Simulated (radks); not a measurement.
**S²⁺ in [Ne] 3s2 3p2: an all-electron calculation**

Wanted: eigenvalues, radial structure and energy terms of the sulfur ion S2+.

Method: non-relativistic Kohn-Sham, PBEsol, spin-polarised, spherical densities, point nucleus; open shells are filled with parallel spins first. Code: radks (a radial shooting solver on a logarithmic mesh, Libxc functionals) version 1.

## 1. What is computed

- element: sulfur (Z = 16)
- charge: +2
- electrons: 14
- configuration: [Ne] 3s2 3p2

Outer shells as boxes (Hund's rule):

S²⁺
```
[Ne] core
3s [↑↓]
3p [↑ ][↑ ][  ]
```

## 2. The run

Settings of this run:

```text
Z 16
configuration [Ne] 3s2 3p2
relativity non-relativistic
functional pbe_sol,pbe_sol
spin polarised
nucleus point
```

Command:

```bash
python run_ks.py task.json out
```

This one command runs every case of the session in turn.

Q: Predict the outcome of this run.

As calculated:

```
                        quantity                   value
                    total energy      -396.07675 hartree
exchange-correlation share of it                  6.08 %
                            −T/E                  0.9987
          highest occupied level       3p up, -28.952 eV
    most extended occupied level  3p up, <r> = 1.75 bohr
 radius at density 0.001 e/bohr³               3.38 bohr
    maxima of the radial density                       3
         ionisation energy, NIST    34.86 (semi-emp.) eV
```

What this shows: 3 principal shells are occupied and 3 maxima appear in the radial density. −T/E = 0.9987, near the virial value of 1. Minus the highest eigenvalue, 28.952 eV, is 83 % of the tabulated ionisation energy (34.86 eV); the potential of a semilocal functional falls off too fast, so its top eigenvalue is too shallow. Open shells are spherical and high-spin; term and fine-structure splittings are not resolved.
